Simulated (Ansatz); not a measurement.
Cost and result for the atomization energy of C₂Cl₂F₂ (`F/C(Cl)=C(/F)Cl`) (6 atoms, 5 bonds).

Charge 0, multiplicity 1. The geometry is a stationary point of PBE0-D4/def2-TZVP. Program: Ansatz. All runs use 4 threads of an Arm Neoverse V2 on a shared host. Times are those of one run each, without the atoms' runs, and a repeat can differ threefold. Electronic energies, without spin–orbit coupling; frozen cores. CCSD(T)/CBS adds CCSD(T) − MP2 in def2-TZVPP to the MP2 limit, and its time is that of the two runs behind it. T1 = 0.012; the RHF reference is unstable towards UHF. B3LYP takes the VWN-RPA correlation (the form of Gaussian; ORCA's B3LYP/G).

CCSD(T)/CBS is a level of theory with its own doubt, some kJ/mol a heavy atom from the limit and from the frozen cores, so smaller differences don't rank the functionals.

```
                             level  functions  atomization (kJ/mol)  difference from CCSD(T)/CBS  per bond
                ωB97X-V/def2-TZVPP        208                2222.6                         20.0       4.0
                BLYP-D4/def2-TZVPP        208                2239.8                         37.2       7.5
 B3LYP-D4/def2-TZVPP (with forces)        208                2193.3                         -9.3      -1.9
   PBE-D4/def2-TZVPP (with forces)        208                2384.2                        181.6      36.3
                 CCSD(T)/CBS(def2)          –                2202.6                          0.0       0.0
                CCSD(T)/def2-TZVPP        208                2122.5                        -80.1     -16.0
                    MP2/def2-QZVPP        368                2308.2                        105.6      21.1
                  CCSD(T)/def2-SVP         92                2059.8                       -142.8     -28.6
                PBE0-D4/def2-TZVPP        208                2265.0                         62.4      12.5
           CAM-B3LYP-D4/def2-TZVPP        208                2210.7                          8.1       1.6
r2SCAN-D4/def2-TZVPP (with forces)        208                2253.1                         50.5      10.1
                RPA@PBE/def2-TZVPP        208                1923.1                       -279.5     -55.9
               PBE-QIDH/def2-TZVPP        208                2213.6                         11.0       2.2
```

Order the runs by time, with rough figures. (An estimate is asked.)

Computed: BLYP-D4/def2-TZVPP 1.5 s; CCSD(T)/def2-SVP 1.7 s; PBE-D4/def2-TZVPP (with forces) 1.8 s; CAM-B3LYP-D4/def2-TZVPP 2.3 s; PBE0-D4/def2-TZVPP 2.4 s; B3LYP-D4/def2-TZVPP (with forces) 3.3 s; RPA@PBE/def2-TZVPP 3.5 s; r2SCAN-D4/def2-TZVPP (with forces) 3.7 s; PBE-QIDH/def2-TZVPP 3.8 s; ωB97X-V/def2-TZVPP 4.8 s; MP2/def2-QZVPP 13 s; CCSD(T)/def2-TZVPP 30 s; CCSD(T)/CBS(def2) 43 s.

The D4 term adds +26.2 kJ/mol with B3LYP and +13.5 kJ/mol with PBE0; it sums over pairs of atoms, weighted by their polarisabilities, and B3LYP, whose exchange is more repulsive, gets the larger term. From PBE to PBE0 (25 % exact exchange), in def2-TZVPP and without D4, the atomization energy moves by −116.7 kJ/mol: exact exchange takes away binding that semilocal exchange gives to molecules. At CCSD(T), def2-SVP lies −142.8 kJ/mol from the extrapolated value and def2-TZVPP −80.1 kJ/mol: correlation converges slowly with the basis, and small sets miss more of it in the bonded molecule than in its fragments.
